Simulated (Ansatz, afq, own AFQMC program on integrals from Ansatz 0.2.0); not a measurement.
Integrals from Ansatz 0.2.0, then the random walk in our own AFQMC program (afq).

```yaml
crystal:
  periodic: [false, false, false]
  atoms:
    - {symbol: Sb, position_ang: [0.000000, 0.000000, 0.000000]}
basis:
  gaussian: {orbitals: def2-TZVP}
magnetization: {spin_polarized: false, initial_magnetization: 3}
correlation: {method: ccsd_t, electrons: outside_noble_gas, hamiltonian_folder: ham}
```

```sh
$ ansatz run in.yaml --threads 1 --pin off --events-out ev --progress --plain --max-ram 24576MiB --backend cuda --devices 0, --max-vram 18GiB
```

afq runs on the folder ham with

```
--method phaseless --trial cisd --walkers 4000 --populations 20 --least-time 60 --time-step 0.005 --steps-per-block 50 --equilibration-blocks 28 --max-blocks 4000 --target-error 0.00014 --factor-cut 1e-05 --start spin_pure --seed 3813 --release-times 0.24,0.51,0.99,1.62,2.4 --release-step 0.03 --release-every 3 --taylor-order 6
```

Times are imaginary, in 1/Eh. The walk had a cap of 124 s. With eight or more populations the least sampling time is a fifth of least-time, and the error comes from their spread. Filled inner d shells are frozen with the cores. Core potentials past Kr, no spin–orbit coupling.

Output of the walk:

```
orbitals 41  electrons 4 1  factors 303 of 315
reference energy -239.27542270 Eh
CCSD correlation -0.07364059 Eh in 7 cycles, weight of the determinant in the CISD state 0.9466
energy of the start -239.349058 Eh
 block  time / (1/Eh)  mean weight  energy / Eh
     1     0.250  1.0000  -239.349141
     2     0.500  1.0002  -239.349526
     3     0.750  0.9999  -239.349986
     4     1.000  1.0000  -239.350426
     5     1.250  1.0001  -239.350829
     8     2.000  0.9999  -239.351394
    11     2.750  1.0001  -239.351820
    14     3.500  1.0000  -239.351937
    17     4.250  1.0000  -239.352020
    20     5.000  1.0000  -239.352101
    23     5.750  1.0000  -239.351978
    26     6.500  1.0000  -239.351905
    29     7.250  1.0000  -239.352055
    32     8.000  0.9999  -239.352264
    35     8.750  0.9999  -239.352180
    38     9.500  1.0001  -239.352092
    41    10.250  0.9999  -239.352203
    44    11.000  1.0000  -239.352127
    47    11.750  1.0001  -239.352241
    48    12.000  1.0000  -239.352422
    50    12.500  1.0000  -239.352328
    53    13.250  0.9999  -239.351999
    56    14.000  1.0000  -239.352061
    59    14.750  1.0001  -239.352157
    62    15.500  1.0000  -239.352101
    65    16.250  1.0000  -239.352131
    68    17.000  0.9999  -239.352100
    71    17.750  1.0000  -239.352219
    74    18.500  1.0001  -239.352286
    77    19.250  0.9999  -239.352176
    78    19.500  1.0000  -239.352033
error from the spread of 20 populations
released: time / (1/Eh)  energy / Eh  error  mean overlap
  0.24  -239.352137  0.000024  0.9989
  0.51  -239.352135  0.000020  0.9977
  0.99  -239.352161  0.000022  0.9966
  1.62  -239.352151  0.000021  0.9937
  2.40  -239.352182  0.000017  0.9906
energy -239.352140 +/- 0.000033 Eh
(rows thinned)
```

The run passed its tests (sampling time, drift between the halves within three errors, error under three times the target), which doesn't prove that it has relaxed.

Against this walk (error 0.9 meV) on the same determinant: CCSD(T) 16.7 meV higher, CCSDT(Q) 0.2 meV higher (within the noise), CCSDTQ 0.0 meV lower (within the noise), full CI 0.1 meV lower (within the noise). The error is statistical and leaves out the bias of the constraint. Released to 2.40 1/Eh the energy moves by -1.1 ± 1.0 meV (both errors), within twice the noise.

Cautions: constraint bias not in the error; no spin-orbit coupling; inner d shell frozen; CCSDTQ on the UHF determinant differs (32 meV lower), by its state or its frozen core.

The walk took 40 s on 1 × NVIDIA H100 80GB HBM3 with 2 threads of AMD EPYC 7R13 Processor (Zen 3), with other jobs on the host (the card was shared). The log's last line is the phaseless energy.

CCSDT and higher add their correlation energy to the determinant of the CCSD(T) run, since their own runs factorise the integrals more tightly (a shift of under 2 meV). A walk keeps the symmetry of its determinant, which the program's search chose and which needn't be the lowest solution, so a lower state of the same spin and another symmetry isn't excluded.
